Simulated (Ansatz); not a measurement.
# BH3S (triplet): wave-function methods side by side at distance B1–H4 along a hydrogen transfer = 1.481 Å, cc-pVDZ

The task here is to estimate one member of a computed series from the others.

Computed with Ansatz 0.2.0, Gaussian basis. Level: cc-pVDZ, core rule «outside noble gas», up to 6 orbitals frozen.

To be run: UHF; CCSD(T) on ROHF; CCSD(T) on UHF; BCCD(T) on ROHF; CISD; CCSDT(Q) on ROHF; CCSDT(Q) on UHF; CASSCF and MRCISD+Q, 4 electrons in 4 orbitals; CASSCF and NEVPT2, 4 electrons in 4 orbitals.

12 further runs of the same task are left out: 7 for a known fault of the program, 5 that didn't finish.

## The system

The geometry derives from fragments relaxed apart (PBE0/def2-TZVP) and kept rigid, so it is no stationary point. A hydrogen atom is moved between rigid fragments.

5 atoms, charge 0, spin multiplicity 3.

Atoms are counted from 1 here; the program's logs count them from 0.

Bond lengths: B1–H2 1.193 Å, B1–H3 1.193 Å, H4–S5 1.495 Å. Angles: H2–B1–H3 120.0°.

The first run:

File in.yaml:

```yaml
crystal:
  periodic: [false, false, false]
  atoms:
    - {symbol: B, position_ang: [-2.085308, 0.000000, 0.000000]}
    - {symbol: H, position_ang: [-2.682041, 1.033571, 0.000000]}
    - {symbol: H, position_ang: [-2.682041, -1.033571, 0.000000]}
    - {symbol: H, position_ang: [-0.604308, 0.000000, 0.000000]}
    - {symbol: S, position_ang: [0.890692, 0.000000, 0.000000]}
basis:
  gaussian: {orbitals: cc-pVDZ}
magnetization: {spin_polarized: true, initial_magnetization: 2}
hamiltonian: {xc: hf}
output: {orbitals: {seedname: orbitals}}
```

Launch:

```sh
$ ansatz run in.yaml --threads 1 --pin off --events-out ev --progress --plain --max-ram 2393MiB
```

Steps of the session up to this table: UHF; CCSD(T) on ROHF; CCSD(T) on UHF; BCCD(T) on ROHF; CISD; CCSDT(Q) on ROHF; CCSDT(Q) on UHF; CASSCF and MRCISD+Q, 4 electrons in 4 orbitals; CASSCF and NEVPT2, 4 electrons in 4 orbitals.

One of the session's tables, all rows but one given; the rest of the session is left out.

```
       method  from UCCSDT(Q) (kJ/mol)
         ROHF                   +656.0
          UHF                   +627.8
         RMP2                   +118.3
         UMP2                   +125.2
         CISD                    +65.4
        RCCSD                    +16.8
        UCCSD                    +16.1
     RCCSD(T)                     +3.4
     UCCSD(T)                     +3.5
      BCCD(T)                     +3.4
       RCCSDT                     +0.9
       UCCSDT                     +0.8
    RCCSDT(Q)                     +0.1
    UCCSDT(Q)                        0
  CASSCF pair                   +598.2
  NEVPT2 pair                        ?
  MRCISD pair                    +57.0
MRCISD+Q pair                     +3.4
```

**Question.** Estimate the row for NEVPT2 pair.

**Answer.** from UCCSDT(Q) (kJ/mol): +118.4. In the column «from UCCSDT(Q) (kJ/mol)» it lies between RMP2 (+118.3) and UMP2 (+125.2).

Among the levels timed on like hardware and quicker than the yardstick, those that no quicker one beats, quickest first: NEVPT2 pair (1.7 s, +118.4 kJ/mol); MRCISD+Q pair (2.4 s, +3.4 kJ/mol); RCCSD(T) (29 s, +3.4 kJ/mol).

Limits of these values: Of the multireference levels listed MRCISD+Q pair comes nearest in total energy (+3.4 kJ/mol), which doesn't show that its space is the better one. Restricted and unrestricted rows rest on different reference determinants; where their highest levels disagree by more than a few hundredths of an eV, they describe different states and don't form one ladder.
